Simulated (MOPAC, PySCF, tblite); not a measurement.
Potential energy curve for SMILES C(Cl)Cl. The C1–Cl5 bond (C1 also carries Cl, H, H; Cl5 carries nothing else) is pulled apart rigidly from the PBE0/def2-TZVP optimised geometry.

- PM3, restricted, heats of formation (MOPAC)
- GFN2-xTB, 300 K electronic temperature (tblite)
- RKS-B3LYP/6-31G* = restricted B3LYP/6-31G*, spherical d (PySCF)
- UCCSD(T) = CCSD(T) on UHF/cc-pVDZ, 11 core orbitals frozen (PySCF)

Energies relative to the lowest point of each curve near equilibrium, in kJ/mol; the last columns give the difference from UCCSD(T):

```json
[
 {"R / Å": "1.40", "PM3": "210.1", "GFN2-xTB": "230.0", "RKS-B3LYP/6-31G*": "310.7", "UCCSD(T)": "328.6", "PM3 − UCCSD(T)": "-118.6", "GFN2-xTB − UCCSD(T)": "-98.6", "RKS-B3LYP/6-31G* − UCCSD(T)": "-18.0"},
 {"R / Å": "1.48", "PM3": "104.0", "GFN2-xTB": "119.7", "RKS-B3LYP/6-31G*": "167.7", "UCCSD(T)": "176.1", "PM3 − UCCSD(T)": "-72.1", "GFN2-xTB − UCCSD(T)": "-56.3", "RKS-B3LYP/6-31G* − UCCSD(T)": "-8.4"},
 {"R / Å": "1.60", "PM3": "26.2", "GFN2-xTB": "33.4", "RKS-B3LYP/6-31G*": "50.6", "UCCSD(T)": "52.0", "PM3 − UCCSD(T)": "-25.7", "GFN2-xTB − UCCSD(T)": "-18.6", "RKS-B3LYP/6-31G* − UCCSD(T)": "-1.3"},
 {"R / Å": "1.67", "PM3": "7.2", "GFN2-xTB": "10.4", "RKS-B3LYP/6-31G*": "18.0", "UCCSD(T)": "17.8", "PM3 − UCCSD(T)": "-10.5", "GFN2-xTB − UCCSD(T)": "-7.4", "RKS-B3LYP/6-31G* − UCCSD(T)": "0.2"},
 {"R / Å": "1.71", "PM3": "2.0", "GFN2-xTB": "3.5", "RKS-B3LYP/6-31G*": "7.4", "UCCSD(T)": "7.0", "PM3 − UCCSD(T)": "-4.9", "GFN2-xTB − UCCSD(T)": "-3.4", "RKS-B3LYP/6-31G* − UCCSD(T)": "0.5"},
 {"R / Å": "1.76", "PM3": "0.0", "GFN2-xTB": "0.0", "RKS-B3LYP/6-31G*": "0.7", "UCCSD(T)": "0.2", "PM3 − UCCSD(T)": "-0.2", "GFN2-xTB − UCCSD(T)": "-0.2", "RKS-B3LYP/6-31G* − UCCSD(T)": "0.5"},
 {"R / Å": "1.82", "PM3": "3.2", "GFN2-xTB": "1.8", "RKS-B3LYP/6-31G*": "0.0", "UCCSD(T)": "0.0", "PM3 − UCCSD(T)": "3.2", "GFN2-xTB − UCCSD(T)": "1.8", "RKS-B3LYP/6-31G* − UCCSD(T)": "0.0"},
 {"R / Å": "1.88", "PM3": "11.8", "GFN2-xTB": "8.8", "RKS-B3LYP/6-31G*": "5.4", "UCCSD(T)": "6.1", "PM3 − UCCSD(T)": "5.7", "GFN2-xTB − UCCSD(T)": "2.7", "RKS-B3LYP/6-31G* − UCCSD(T)": "-0.7"},
 {"R / Å": "1.92", "PM3": "20.2", "GFN2-xTB": "15.8", "RKS-B3LYP/6-31G*": "11.5", "UCCSD(T)": "12.8", "PM3 − UCCSD(T)": "7.4", "GFN2-xTB − UCCSD(T)": "3.1", "RKS-B3LYP/6-31G* − UCCSD(T)": "-1.3"},
 {"R / Å": "2.07", "PM3": "67.7", "GFN2-xTB": "53.7", "RKS-B3LYP/6-31G*": "45.7", "UCCSD(T)": "49.3", "PM3 − UCCSD(T)": "18.3", "GFN2-xTB − UCCSD(T)": "4.3", "RKS-B3LYP/6-31G* − UCCSD(T)": "-3.6"},
 {"R / Å": "2.16", "PM3": "105.1", "GFN2-xTB": "81.7", "RKS-B3LYP/6-31G*": "71.0", "UCCSD(T)": "75.8", "PM3 − UCCSD(T)": "29.2", "GFN2-xTB − UCCSD(T)": "5.8", "RKS-B3LYP/6-31G* − UCCSD(T)": "-4.8"},
 {"R / Å": "2.37", "PM3": "201.8", "GFN2-xTB": "151.3", "RKS-B3LYP/6-31G*": "133.5", "UCCSD(T)": "145.1", "PM3 − UCCSD(T)": "56.7", "GFN2-xTB − UCCSD(T)": "6.2", "RKS-B3LYP/6-31G* − UCCSD(T)": "-11.6"},
 {"R / Å": "2.61", "PM3": "303.2", "GFN2-xTB": "223.8", "RKS-B3LYP/6-31G*": "201.0", "UCCSD(T)": "218.3", "PM3 − UCCSD(T)": "84.9", "GFN2-xTB − UCCSD(T)": "5.6", "RKS-B3LYP/6-31G* − UCCSD(T)": "-17.3"},
 {"R / Å": "2.94", "PM3": "404.9", "GFN2-xTB": "296.4", "RKS-B3LYP/6-31G*": "278.4", "UCCSD(T)": "285.5", "PM3 − UCCSD(T)": "119.4", "GFN2-xTB − UCCSD(T)": "10.9", "RKS-B3LYP/6-31G* − UCCSD(T)": "-7.1"},
 {"R / Å": "3.15", "PM3": "449.0", "GFN2-xTB": "326.3", "RKS-B3LYP/6-31G*": "317.4", "UCCSD(T)": "304.9", "PM3 − UCCSD(T)": "144.0", "GFN2-xTB − UCCSD(T)": "21.3", "RKS-B3LYP/6-31G* − UCCSD(T)": "12.5"},
 {"R / Å": "3.53", "PM3": "501.0", "GFN2-xTB": "354.1", "RKS-B3LYP/6-31G*": "370.4", "UCCSD(T)": "318.6", "PM3 − UCCSD(T)": "182.5", "GFN2-xTB − UCCSD(T)": "35.5", "RKS-B3LYP/6-31G* − UCCSD(T)": "51.8"},
 {"R / Å": "3.84", "PM3": "527.6", "GFN2-xTB": "362.3", "RKS-B3LYP/6-31G*": "400.3", "UCCSD(T)": "322.4", "PM3 − UCCSD(T)": "205.2", "GFN2-xTB − UCCSD(T)": "40.0", "RKS-B3LYP/6-31G* − UCCSD(T)": "78.0"},
 {"R / Å": "4.32", "PM3": "554.7", "GFN2-xTB": "366.3", "RKS-B3LYP/6-31G*": "430.6", "UCCSD(T)": "324.6", "PM3 − UCCSD(T)": "230.0", "GFN2-xTB − UCCSD(T)": "41.6", "RKS-B3LYP/6-31G* − UCCSD(T)": "106.0"},
 {"R / Å": "4.80", "PM3": "573.3", "GFN2-xTB": "367.8", "RKS-B3LYP/6-31G*": "448.2", "UCCSD(T)": "325.4", "PM3 − UCCSD(T)": "247.9", "GFN2-xTB − UCCSD(T)": "42.4", "RKS-B3LYP/6-31G* − UCCSD(T)": "122.9"},
 {"R / Å": "5.33", "PM3": "588.9", "GFN2-xTB": "368.9", "RKS-B3LYP/6-31G*": "459.3", "UCCSD(T)": "325.7", "PM3 − UCCSD(T)": "263.2", "GFN2-xTB − UCCSD(T)": "43.2", "RKS-B3LYP/6-31G* − UCCSD(T)": "133.6"},
 {"R / Å": "6.21", "PM3": "609.3", "GFN2-xTB": "—", "RKS-B3LYP/6-31G*": "468.5", "UCCSD(T)": "325.9", "PM3 − UCCSD(T)": "283.5", "GFN2-xTB − UCCSD(T)": "—", "RKS-B3LYP/6-31G* − UCCSD(T)": "142.6"}
]
```

PM3 is furthest from UCCSD(T) at 6.21 (283.5 kJ/mol, above); its mean absolute difference over the points is 100.6 kJ/mol.

GFN2-xTB is furthest from UCCSD(T) at 1.40 (-98.6 kJ/mol, below); its mean absolute difference over the points is 22.4 kJ/mol.

RKS-B3LYP/6-31G* is furthest from UCCSD(T) at 6.21 (142.6 kJ/mol, above); its mean absolute difference over the points is 34.4 kJ/mol.

Dashes: no converged value, or the column stops at the first point that the program doubted or that broke a chosen test of continuity, which isn't proof of a fault.

The restricted form behind PM3, RKS-B3LYP/6-31G* keeps the bonding electrons paired and can't separate into open-shell fragments. The unrestricted determinant behind UCCSD(T) is spin-contaminated at 2.37 to 6.21 Å (<S²> up to 1.0, against 0.00 for a pure singlet).
